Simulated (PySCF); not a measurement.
This PySCF input asks for the NMR shieldings of `c1[n+](C)ccs1`, [C$_{4}$H$_{6}$NS]+; the geometry comes from PBE0-D3(BJ)/def2-SVP.

```python
import basis_set_exchange as bse
import numpy as np
from pyscf import gto, dft
from pyscf.prop import nmr

atoms = """
C    -1.667454   -0.158759    0.010086
N    -0.230253    0.115195    0.000762
C     0.715624   -0.885940   -0.017079
C     1.983348   -0.397537   -0.027018
S     1.974493    1.319016   -0.014493
C     0.290691    1.333891    0.003364
H    -2.216614    0.788844    0.021983
H    -1.933611   -0.725985   -0.891566
H    -1.919791   -0.740300    0.906633
H     0.404089   -1.930272   -0.020581
H     2.916317   -0.961269   -0.040733
H    -0.314429    2.241756    0.016580
"""
names = dict.fromkeys(["C", "N", "S", "H"], "pcSseg-1")
basis = {el: gto.basis.parse(bse.get_basis(n, elements=[el], fmt="nwchem")) for el, n in names.items()}
mol = gto.M(atom=atoms, basis=basis, charge=1, verbose=0)
mf = dft.RKS(mol, xc="PBE0")
mf.grids.level = 2
mf.grids.alignment = dft.numint.BLKSIZE   # the property module wants whole blocks of grid points
mf.conv_tol = 1e-9
mf.kernel()

calc = nmr.RKS(mf)   # GIAO
C = mf.mo_coeff
Co = C[:, mf.mo_occ > 0]
resp = mf.gen_response(singlet=True, hermi=2)
def vind(x):   # induced exchange potential for any number of trial vectors
    d = np.einsum("pi,xij,qj->xpq", C, 2 * x.reshape(-1, C.shape[1], Co.shape[1]), Co, optimize=True)
    return np.einsum("xpq,pi,qj->xij", resp(d - d.transpose(0, 2, 1)), C, Co, optimize=True).ravel()
mo1, _ = nmr.rhf.solve_mo1(calc, with_cphf=vind)
sigma = calc.kernel(mo1)
for i, s in enumerate(sigma):   # ppm
    w = np.linalg.eigvalsh((s + s.T) / 2)
    print("%2d %-2s iso %8.1f  s11 %8.1f  s22 %8.1f  s33 %8.1f" % (i, mol.atom_pure_symbol(i), w.mean(), *w))
```

**Question.** What are the results?

**Answer.** 
```
 0 C  iso    140.9  s11    117.0  s22    119.4  s33    186.3
 1 N  iso     24.8  s11    -88.3  s22     -7.4  s33    170.2
 2 C  iso     41.5  s11    -40.3  s22     42.6  s33    122.4
 3 C  iso     45.7  s11    -42.2  s22     30.9  s33    148.3
 4 S  iso    204.0  s11     31.4  s22    154.3  s33    426.2
 5 C  iso     20.9  s11    -70.0  s22     12.2  s33    120.3
 6 H  iso     27.0  s11     22.0  s22     26.5  s33     32.4
 7 H  iso     26.8  s11     22.4  s22     25.0  s33     33.1
 8 H  iso     26.8  s11     22.4  s22     25.0  s33     33.1
 9 H  iso     23.1  s11     18.7  s22     24.6  s33     25.9
10 H  iso     22.9  s11     19.6  s22     23.3  s33     25.9
11 H  iso     22.4  s11     18.9  s22     23.0  s33     25.3
```

These numbers come from an equivalent density-fitted implementation of the same equations, which agrees with the script to about 0.01 ppm for H and up to a few tenths of a ppm for heavy atoms, so last digits may differ.

**Question.** Turn these shieldings into chemical shifts. δ = σ(ref) − σ, references computed at the same level: 13C (184.41 ppm), 1H (31.27 ppm) vs TMS; 15N (265.67 ppm) against NH3; 33S (495.66 ppm) against CS2.

**Answer.** Averaging equivalent atoms: C 5: 163.6; C 2: 142.9; C 3: 138.7; C 0: 43.5; N 1: 240.9; S 4: 292; H 11: 8.88; H 10: 8.32; H 9: 8.19; H 6/7/8: 4.40 ppm. Experimental scales use liquid or dissolved standards, which lie at an offset from isolated NH3 (liquid NH3: subtract about 20 ppm). Unscaled 15N shifts of sp2 nitrogen come out 20 to 40 ppm too high even then.

Size and cost of the density-fitted run: 139 basis functions, 16 s wall time on 1 thread of an Intel Xeon Platinum 8259CL, shared host; peak memory 0.74 GiB.
